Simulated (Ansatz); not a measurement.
# Other spins and charges of SiAs⁺, triplet at one geometry

Geometry (PBE0/def2-TZVP stationary point for this spin):

```yaml
atoms:
  - { symbol: Si, position_ang: [0.0000, 0.0000, 0.0000] }
  - { symbol: As, position_ang: [0.0000, 0.0000, 2.3242] }
```

Basis cc-pVTZ; Ansatz 0.2.0. Only valence electrons are correlated (noble-gas cores and the filled d shells of p-block atoms frozen). R marks a restricted (for open shells ROHF) determinant, U an unrestricted one. Active spaces: valence = (8e, 8o) chosen from the atoms' valence shells. No spin–orbit coupling is included, and no scalar relativity.

Gaps are energies of the second state less the first, at fixed atoms, for a selection of the levels run; each method lands on the state that its own search finds for that charge and spin.

For open shells CISD is restricted-active-space CI with the open shells as a complete middle space.

**Question.** PBE gives 1.838 eV for quintet less triplet. Estimate what UCCSDT(Q) gives in cc-pVTZ.

**Answer.** UCCSDT(Q) in cc-pVTZ gives 1.743 eV, so against it PBE is off by 0.095 eV, of which a good part can be the reference's own basis and frozen-core error.

```
                   level  gap (eV)  error (meV)
                    UMP2     1.600         -143
                    CISD     1.517         -226
                UCCSD(T)     1.733          -10
                  UCCSDT     1.738           -5
  CASSCF (valence space)     1.690          -53
  NEVPT2 (valence space)     1.658          -85
  MRCISD (valence space)     1.719          -24
MRCISD+Q (valence space)     1.710          -33
                  r2SCAN     1.705          -38
                 RPA-PBE     1.856          113
```

Functionals correlate the shells that the reference freezes, so part of their error here is the reference's.

Full CI isn't at hand for all of this; UCCSDT(Q) serves as the reference, and is uncertain by about the last step of the cluster series. The frozen core follows each run's orbitals, which can shift R against U totals by a few meV for light atoms and by up to 0.1 eV past Ca.
